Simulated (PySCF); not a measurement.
**Bond curve of N2**

Set-up: N cc-pVDZ; no relativity (PySCF 2.14). Energies in eV from N + N in their ground configurations at the same level. State: ¹Σg⁺ (singlet), closed shell.

All columns are r²SCAN.

```json
{"R (Å)": "0.949", "E (eV)": "-6.404", "HOMO (eV)": "-10.40", "LUMO (eV)": "1.00", "Mayer bond order": "2.95", "⟨S²⟩": "0.00"}
{"R (Å)": "0.993", "E (eV)": "-7.930", "HOMO (eV)": "-10.38", "LUMO (eV)": "0.27", "Mayer bond order": "2.93", "⟨S²⟩": "0.00"}
{"R (Å)": "1.037", "E (eV)": "-8.808", "HOMO (eV)": "-10.35", "LUMO (eV)": "-0.42", "Mayer bond order": "2.91", "⟨S²⟩": "0.00"}
{"R (Å)": "1.070", "E (eV)": "-9.140", "HOMO (eV)": "-10.34", "LUMO (eV)": "-0.90", "Mayer bond order": "2.90", "⟨S²⟩": "0.00"}
{"R (Å)": "1.103", "E (eV)": "-9.254", "HOMO (eV)": "-10.32", "LUMO (eV)": "-1.35", "Mayer bond order": "2.89", "⟨S²⟩": "0.00"}
{"R (Å)": "1.136", "E (eV)": "-9.195", "HOMO (eV)": "-10.30", "LUMO (eV)": "-1.77", "Mayer bond order": "2.89", "⟨S²⟩": "0.00"}
{"R (Å)": "1.180", "E (eV)": "-8.912", "HOMO (eV)": "-10.27", "LUMO (eV)": "-2.29", "Mayer bond order": "2.88", "⟨S²⟩": "0.00"}
{"R (Å)": "1.235", "E (eV)": "-8.323", "HOMO (eV)": "-10.23", "LUMO (eV)": "-2.87", "Mayer bond order": "2.88", "⟨S²⟩": "0.00"}
{"R (Å)": "1.302", "E (eV)": "-7.405", "HOMO (eV)": "-10.18", "LUMO (eV)": "-3.48", "Mayer bond order": "2.89", "⟨S²⟩": "0.00"}
{"R (Å)": "1.390", "E (eV)": "-6.004", "HOMO (eV)": "-9.84", "LUMO (eV)": "-4.16", "Mayer bond order": "2.91", "⟨S²⟩": "0.00"}
```
